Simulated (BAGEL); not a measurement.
# [C2H4]+ (SMILES [CH2][CH2+]): levels of theory compared

Wanted: a comparison of 3 runs (UHF/STO-3G, UHF/3-21G, UHF/def2-SVP) of [C2H4]+. 

Program for the calculation: BAGEL 1.2.2.

11 further runs of the same task are left out: 5 that didn't finish, 6 set aside as unsound or not needed.

## 1. The system as given

The species is [C2H4]+ (6 atoms), meant as a doublet with charge +1. As SMILES, `[CH2][CH2+]`. The coordinates come from a GFN2-xTB relaxation. This is one conformer, not always the lowest.

Bond lengths: C1–C2 1.307 Å, C1–H3 1.097 Å, C1–H4 1.098 Å, C2–H5 1.097 Å, C2–H6 1.097 Å. Angles: C1–C2–H5 125.0°, C1–C2–H6 125.1°, C2–C1–H3 125.1°, C2–C1–H4 125.0°, H5–C2–H6 109.9°, H3–C1–H4 109.9°.

## 2. A single-point energy at UHF/STO-3G (density fitting with qzvpp-jkfit) (run 1)

Input file calc.json:

```json
{ "bagel": [

{
  "title": "molecule",
  "basis": "sto-3g",
  "df_basis": "qzvpp-jkfit",
  "angstrom": false,
  "geometry": [
    { "atom": "C", "xyz": [ -0.30560651, -1.19151012, -0.11117259 ] },
    { "atom": "C", "xyz": [  0.30437819,  1.19147232,  0.11147494 ] },
    { "atom": "H", "xyz": [ -1.99107214, -2.07202800,  0.71407081 ] },
    { "atom": "H", "xyz": [  0.79582036, -2.60852125, -1.15093770 ] },
    { "atom": "H", "xyz": [  1.35378090,  2.28821267, -1.30079298 ] },
    { "atom": "H", "xyz": [ -0.15728191,  2.39237438,  1.73735751 ] }
  ]
},
{
  "title": "uhf",
  "charge": 1,
  "nopen": 1
},
{
  "title": "print",
  "file": "orbitals.molden",
  "orbitals": true
}

]}
```

Started as:

```
$ BAGEL_NUM_THREADS=1 BAGEL calc.json > calc.out
```

Log:

```text
* using 1 threads per process

  ===============================================================
  ===============================================================

  *** Geometry ***

  { "atom" : "C", "xyz" : [     -0.305607,     -1.191510,     -0.111173 ] },
  { "atom" : "C", "xyz" : [      0.304378,      1.191472,      0.111475 ] },
  { "atom" : "H", "xyz" : [     -1.991072,     -2.072028,      0.714071 ] },
  { "atom" : "H", "xyz" : [      0.795820,     -2.608521,     -1.150938 ] },
  { "atom" : "H", "xyz" : [      1.353781,      2.288213,     -1.300793 ] },
  { "atom" : "H", "xyz" : [     -0.157282,      2.392374,      1.737358 ] },

  Number of auxiliary basis functions:      222

  Since a DF basis is specified, we compute 2- and 3-index integrals:
    o Being stored without compression. Storage requirement is 0.000 GB

  Number of basis functions:       14
  Number of electrons      :       16

    * METHOD: MOLECULE                             0.08

  *** Open-shell HF ***

  === Nuclear Repulsion ===
    33.4350962583

      * DIIS with orbital gradients will be used.

  === UHF iteration (sto-3g) ===
      0        -76.72380168          0.05010089           0.00
      1        -76.77383240          0.00739191           0.00
      2        -76.77574101          0.00229330           0.00
      3        -76.77609352          0.00093396           0.00
      4        -76.77618374          0.00055234           0.00
      5        -76.77622665          0.00005486           0.00
      6        -76.77622800          0.00002167           0.00
      7        -76.77622823          0.00001435           0.00
      8        -76.77622839          0.00000099           0.00
      9        -76.77622839          0.00000063           0.00
     10        -76.77622839          0.00000026           0.00
     11        -76.77622839          0.00000008           0.00
     12        -76.77622839          0.00000001           0.00
     13        -76.77622839          0.00000000           0.00
    * SCF iteration converged.

    * S^2 (UHF) is 0.7601

    * Permanent dipole moment:
           (   -0.000446,     0.000053,     0.000210) a.u.

    * METHOD: UHF                                  0.11

    * METHOD: PRINT                                0.00

  ===============================================================
```

It took 0.83 s on 1 thread of AMD EPYC 7R43 (Zen 3), shared host; peak memory 0.077 GiB.

## 3. The energy at UHF/3-21G (density fitting with qzvpp-jkfit) (run 2)

Input file calc.json:

```json
{ "bagel" : [

{
  "title" : "molecule",
  "basis" : "3-21g",
  "df_basis" : "qzvpp-jkfit",
  "angstrom" : "true",
  "geometry" : [
    { "atom" : "C", "xyz" : [      -0.161720,      -0.630520,      -0.058830 ] },
    { "atom" : "C", "xyz" : [       0.161070,       0.630500,       0.058990 ] },
    { "atom" : "H", "xyz" : [      -1.053630,      -1.096470,       0.377870 ] },
    { "atom" : "H", "xyz" : [       0.421130,      -1.380370,      -0.609050 ] },
    { "atom" : "H", "xyz" : [       0.716390,       1.210870,      -0.688350 ] },
    { "atom" : "H", "xyz" : [      -0.083230,       1.265990,       0.919370 ] }
  ]
},

{
  "title" : "uhf",
  "charge" : 1,
  "nopen" : 1
},

{
  "title" : "print",
  "file" : "orbitals.molden",
  "orbitals" : "true"
}

]}
```

Started as:

```
$ BAGEL_NUM_THREADS=1 BAGEL calc.json > calc.out
```

Log:

```text
* using 1 threads per process

  ===============================================================
  ===============================================================

  *** Geometry ***

  { "atom" : "C", "xyz" : [     -0.305607,     -1.191510,     -0.111173 ] },
  { "atom" : "C", "xyz" : [      0.304378,      1.191472,      0.111475 ] },
  { "atom" : "H", "xyz" : [     -1.991072,     -2.072028,      0.714071 ] },
  { "atom" : "H", "xyz" : [      0.795820,     -2.608521,     -1.150938 ] },
  { "atom" : "H", "xyz" : [      1.353781,      2.288213,     -1.300793 ] },
  { "atom" : "H", "xyz" : [     -0.157282,      2.392374,      1.737358 ] },

  Number of auxiliary basis functions:      222

  Since a DF basis is specified, we compute 2- and 3-index integrals:
    o Being stored without compression. Storage requirement is 0.001 GB

  Number of basis functions:       26
  Number of electrons      :       16

    * METHOD: MOLECULE                             0.08

  *** Open-shell HF ***

  === Nuclear Repulsion ===
    33.4350962703

      * DIIS with orbital gradients will be used.

  === UHF iteration (3-21g) ===
      0        -77.20544717          0.04236682           0.01
      1        -77.25020348          0.01249859           0.01
      2        -77.25567928          0.00528717           0.01
      3        -77.25761424          0.00293932           0.01
      4        -77.25849766          0.00168990           0.01
      5        -77.25892702          0.00033915           0.01
      6        -77.25895005          0.00002908           0.01
      7        -77.25895077          0.00001109           0.01
      8        -77.25895096          0.00000527           0.01
      9        -77.25895100          0.00000087           0.01
     10        -77.25895100          0.00000009           0.01
     11        -77.25895100          0.00000004           0.01
     12        -77.25895100          0.00000002           0.01
     13        -77.25895100          0.00000001           0.01
     14        -77.25895100          0.00000001           0.01
    * SCF iteration converged.

    * S^2 (UHF) is 0.7596

    * Permanent dipole moment:
           (   -0.000445,    -0.000001,     0.000111) a.u.

    * METHOD: UHF                                  0.19

    * METHOD: PRINT                                0.01

  ===============================================================
```

Wall time 1 s (1 thread of AMD EPYC 7R43 (Zen 3), shared host); peak memory 0.077 GiB.

## 4. A single-point energy at UHF/def2-SVP (density fitting with qzvpp-jkfit) (run 3)

Input file job.json:

```json
{ "bagel" : [

{
  "title" : "molecule",
  "basis" : "svp",
  "df_basis" : "qzvpp-jkfit",
  "geometry" : [
    { "atom" : "C", "xyz" : [ -0.30560651, -1.19151012, -0.11117259 ] },
    { "atom" : "C", "xyz" : [  0.30437819,  1.19147232,  0.11147494 ] },
    { "atom" : "H", "xyz" : [ -1.99107214, -2.07202800,  0.71407081 ] },
    { "atom" : "H", "xyz" : [  0.79582036, -2.60852125, -1.15093770 ] },
    { "atom" : "H", "xyz" : [  1.35378090,  2.28821267, -1.30079298 ] },
    { "atom" : "H", "xyz" : [ -0.15728191,  2.39237438,  1.73735751 ] }
  ]
},
{ "title" : "uhf", "charge" : 1, "nopen" : 1 },
{ "title" : "print", "file" : "orbitals.molden", "orbitals" : true }

]}
```

Started as:

```
$ BAGEL_NUM_THREADS=1 BAGEL job.json > job.out
```

Log:

```text
* using 1 threads per process

  ===============================================================
  ===============================================================

  *** Geometry ***

  { "atom" : "C", "xyz" : [     -0.305607,     -1.191510,     -0.111173 ] },
  { "atom" : "C", "xyz" : [      0.304378,      1.191472,      0.111475 ] },
  { "atom" : "H", "xyz" : [     -1.991072,     -2.072028,      0.714071 ] },
  { "atom" : "H", "xyz" : [      0.795820,     -2.608521,     -1.150938 ] },
  { "atom" : "H", "xyz" : [      1.353781,      2.288213,     -1.300793 ] },
  { "atom" : "H", "xyz" : [     -0.157282,      2.392374,      1.737358 ] },

  Number of auxiliary basis functions:      222

  Since a DF basis is specified, we compute 2- and 3-index integrals:
    o Being stored without compression. Storage requirement is 0.004 GB

  Number of basis functions:       48
  Number of electrons      :       16

    * METHOD: MOLECULE                             0.09

  *** Open-shell HF ***

  === Nuclear Repulsion ===
    33.4350962583

      * DIIS with orbital gradients will be used.

  === UHF iteration (svp) ===
      0        -77.56265765          0.02878167           0.01
      1        -77.62284675          0.00950643           0.01
      2        -77.63255073          0.00430226           0.02
      3        -77.63679094          0.00227670           0.02
      4        -77.63829975          0.00125892           0.02
      5        -77.63906429          0.00032110           0.02
      6        -77.63913616          0.00002627           0.02
      7        -77.63913904          0.00001446           0.02
      8        -77.63914007          0.00000675           0.02
      9        -77.63914025          0.00000081           0.02
     10        -77.63914025          0.00000019           0.02
     11        -77.63914025          0.00000011           0.02
     12        -77.63914025          0.00000008           0.02
     13        -77.63914025          0.00000004           0.01
     14        -77.63914025          0.00000001           0.02
     15        -77.63914025          0.00000001           0.02
    * SCF iteration converged.

    * S^2 (UHF) is 0.7617

    * Permanent dipole moment:
           (   -0.000375,    -0.000017,     0.000114) a.u.

    * METHOD: UHF                                  0.34

    * METHOD: PRINT                                0.02

  ===============================================================
```

Wall time 1.1 s (1 thread of AMD EPYC 7R43 (Zen 3), shared host); peak memory 0.077 GiB.

## 5. All runs side by side

| run | level | energy (Eh) | ⟨S²⟩ | wall time |
| --- | --- | --- | --- | --- |
| 1 | UHF/STO-3G (density fitting with qzvpp-jkfit) | -76.776228 | 0.760 | 0.83 s |
| 2 | UHF/3-21G (density fitting with qzvpp-jkfit) | -77.258951 | 0.760 | 1 s |
| 3 | UHF/def2-SVP (density fitting with qzvpp-jkfit) | -77.639140 | 0.762 | 1.1 s |

## 6. What came out

```
           quantity         value
run 3: total energy  -77.63914 Eh
        run 3: ⟨S²⟩         0.762
```

**Reading.** In run 1 the basis is minimal, so the values are rough. All runs together took 3 s, the longest 1.1 s.
